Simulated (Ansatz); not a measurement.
System (SMILES): [O]O (O-OH), doublet.
Atoms: O1, O2, H3. Bonds: O1-O2, O2-H3.

Basis-set convergence of the optimised O2-H3 bond length at MP2 with Ansatz (an electronic-structure program). The reference of a correlated method is not its basis-set limit, which lies further on. All functions are spherical. Cores are frozen. Open shells are unrestricted. No added dispersion term, no relativity. Reference: the value in aug-cc-pVQZ, 0.9714 Å, itself unsure by roughly 0.0010 Å (its mean distance from def2-QZVPP, cc-pVQZ). Deviations are taken from unrounded values.

| basis | functions | optimised O2-H3 bond length (Å) |
|---|---|---|
| cc-pVDZ | 33 | 0.9773 |
| aug-cc-pVDZ | 55 | 0.9783 |
| 6-311G** | 42 | 0.9695 |
| 6-311+G** | 50 | 0.9723 |
| cc-pVTZ | 74 | 0.9714 |
| aug-cc-pVTZ | 115 | 0.9739 |
| def2-TZVPP | 76 | 0.9711 |
| def2-TZVPPD | 97 | 0.9722 |
| cc-pVQZ | 140 | 0.9703 |
| aug-cc-pVQZ | 206 | 0.9714 |

What the diffuse functions change, pair by pair:
- cc-pVDZ to aug-cc-pVDZ: 22 more functions, deviation 0.0058 to 0.0068 Å
- 6-311G** to 6-311+G**: 8 more functions, deviation -0.0019 to 0.0009 Å
- cc-pVTZ to aug-cc-pVTZ: 41 more functions, deviation -0.0001 to 0.0024 Å
- def2-TZVPP to def2-TZVPPD: 21 more functions, deviation -0.0003 to 0.0007 Å
- cc-pVQZ to aug-cc-pVQZ: 66 more functions, deviation -0.0011 to 0.0000 Å

Leaving out the reference's own pair, they bring the value nearer the reference by more than 0.0010 Å in 1 of 4 pairs.
